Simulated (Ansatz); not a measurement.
Wavefunction ladder for C3H7FS (`FCCCS`)

Cartesian coordinates in Å:
```
F 0.641 1.520 -1.477
C -0.452 0.726 -1.159
C 0.015 -0.536 -0.482
C 0.730 -0.293 0.837
S -0.300 0.438 2.137
H -1.104 1.309 -0.503
H -0.979 0.501 -2.091
H -0.854 -1.185 -0.326
H 0.693 -1.069 -1.158
H 1.177 -1.213 1.213
H 1.542 0.424 0.695
H -1.107 -0.621 2.314
```

Total charge 0; spin multiplicity 1. All single points use the PBE0-D4/def2-TZVP geometry. It is one conformer, not always the lowest. Frozen core, restricted reference, Ansatz 0.2.0. CBS rows extrapolate triple and quadruple zeta; past MP2 they add the triple-zeta difference.

| basis | HF (Eh) | MP2 corr. | CCSD corr. | (T) | CCSD(T) total |
| --- | --- | --- | --- | --- | --- |
| def2-SVP | -614.35162 | -0.74304 | -0.80085 | -0.02086 | -615.17333 |
| def2-TZVPP | -614.74578 | -0.94846 | -0.99821 | -0.03803 | -615.78202 |
| def2-QZVPP | -614.76699 | -1.02177 | – | – | – |
| CBS(def2) | -614.76991 | -1.07607 | -1.12581 | as TZ | -615.93375 |
